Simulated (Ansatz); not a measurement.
# From barrier to diffusion: Br in KBr

Theory: DFT LDA, scalar-relativistic, plane waves, PAW in Ansatz 0.2.0. (420 eV cutoff, 2×2×2 k-mesh, shifted by half a step, Gaussian smearing of 0.02 eV, no spin polarisation)

Host crystal, relaxed:

```
CELL_PARAMETERS angstrom
0.00000 3.18563 3.18563
3.18563 0.00000 3.18563
3.18563 3.18563 0.00000
ATOMIC_POSITIONS crystal
K 0.00000 0.00000 0.00000
Br 0.50000 0.50000 0.50000
```

In a supercell of 32 host sites with charge +1, Br trades places with a neighbouring Br vacancy, moving 4.40 Å. Climbing-image nudged elastic band at fixed cell; the order of the saddle wasn't checked, and the small cell leaves errors of about a tenth of an eV.

```tsv
image	path (Å)	E − E(0) (eV)
0	0.00	0.000
1	0.87	0.151
2	1.75	0.566
3	2.63	0.798
4	3.51	0.566
5	4.38	0.151
6	5.25	0.000
```

Problem. What are the barriers forward and back, and what attempt frequency does the shape suggest?

Solution. Forward 0.80 eV, back 0.80 eV, the ends being level. For a sinusoidal profile E_b sin²(πx/l), with the Br atom alone moving, ν = (1/l)√(E_b/2m) = 1.6×10¹² s⁻¹, within an order of magnitude of the customary 10¹³ s⁻¹; a true prefactor needs the vibrations at the minimum and at the saddle.

Problem. With ν = 10¹³ s⁻¹, how often does the exchange happen at 300, 600 and 1000 K once atom and vacancy are neighbours, taking the host as solid throughout? Does that give the diffusivity?

Solution. k = ν exp(−E_b/k_BT):
```tsv
T (K)	k (1/s)	wait (s)
300	0.39	2.6
600	2.0×10⁶	5.1×10⁻⁷
1000	9.5×10⁸	1.1×10⁻⁹
```

No. The atom can jump only when a vacancy is beside it, so where vacancies are thermal the activation energy of diffusion adds the vacancy's formation energy; where doping, quenching or off-stoichiometry fixes their number, it doesn't. And repeated exchanges only swap the two back and forth: Br gets on when the vacancy moves round it by other jumps, which the correlation factor counts. An error of 0.1 eV in the barrier changes k by a factor of 48 at 300 K and 3.2 at 1000 K.

Cost: 1 run of about 37 core-minutes, on Intel Xeon Processor @ 2.70GHz (shared hosts).